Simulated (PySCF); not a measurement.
Gas-phase reaction: 6 SiHCl + Si₂H₆ = 2 SiCl₃ + 2 c-Si₃H₆

Computed with PySCF and rigid-rotor harmonic-oscillator thermochemistry at 1 bar. † marks an energy on the PBE0/def2-TZVP geometry and frequencies; other levels use their own. MP2 freezes the core. 6-31G* has spherical d functions here. Open shells (unrestricted): SiCl₃ (multiplicity 2); the rest are closed-shell singlets. B3LYP is the form with VWN-RPA correlation. SiHCl, c-Si₃H₆: computed as isolated molecules; such fragments, hydroxides, amides, oligomers or adducts are transient or little studied in the gas. MP2 isn't extrapolated to the basis-set limit.

```
level               ΔH°(298 K), kJ
------------------  --------------
B3LYP/6-31G*                  -470
BLYP/def2-TZVP†         (withheld)
MP2/def2-TZVPP†               -609
PBE/def2-SVP                  -615
PBE/def2-TZVP†          (withheld)
PBE0/def2-TZVP          (withheld)
ωB97M-V/def2-TZVP†            -496
```

Q: What belongs in the gaps?

A: 
- BLYP/def2-TZVP†, ΔH°(298 K), kJ: -422
- PBE/def2-TZVP†, ΔH°(298 K), kJ: -608
- PBE0/def2-TZVP, ΔH°(298 K), kJ: -644
